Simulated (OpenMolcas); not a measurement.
**How methods differ on PH2 (SMILES [PH2])**

PH2: 3 atoms, total charge 0, spin state doublet. SMILES: `[PH2]`. The coordinates come from a GFN2-xTB relaxation.

| atom | x (Å) | y (Å) | z (Å) |
| --- | --- | --- | --- |
| P | 0.5145 | -0.3028 | 0.2527 |
| H | 0.1115 | 1.0274 | 0.1724 |
| H | -0.6260 | -0.7246 | -0.4251 |

Quantity: the vertical energy of the quartet above the doublet, in eV. The values are calculated.

| level | kind | program | value (eV) | less FCI/pcseg-0 | CPU time (all runs) |
| --- | --- | --- | --- | --- | --- |
| ROHF/pcseg-0 | Hartree–Fock | OpenMolcas | 6.52 | -0.26 | 4.4 s |
| UHF/pcseg-0 | Hartree–Fock | OpenMolcas | 6.54 | -0.24 | 3.5 s |
| USVWN5/pcseg-0 | LDA | OpenMolcas | 7.02 | +0.24 | 7 s |
| UPBE/pcseg-0 | GGA | OpenMolcas | 6.89 | +0.11 | 8.2 s |
| UB3LYP/pcseg-0 | global hybrid | OpenMolcas | 7.07 | +0.29 | 9 s |
| CASPT2(7,6)/pcseg-0 | multireference | OpenMolcas | 6.83 | +0.05 | 3.5 s |
| SC-NEVPT2(7,6)/pcseg-0 | multireference | OpenMolcas | 6.82 | +0.04 | 3.6 s |
| FCI/3-21G | exact in the basis | OpenMolcas | 6.67 | -0.11 | 6.1 s |
| FCI/pcseg-0 | exact in the basis | OpenMolcas | 6.78 | 0.00 | 7.1 s |

FCI/pcseg-0 is exact within its basis and frozen core, so for wave-function methods in that basis the difference is their error; functionals converge differently with the basis, so for them it is only a difference. The values span 6.52 to 7.07 eV. All rows use very small basis sets, so even the best lies far from the true value. CPU times are rough (shared hosts, several kinds of processor): they show what a rung costs within a factor of a few.
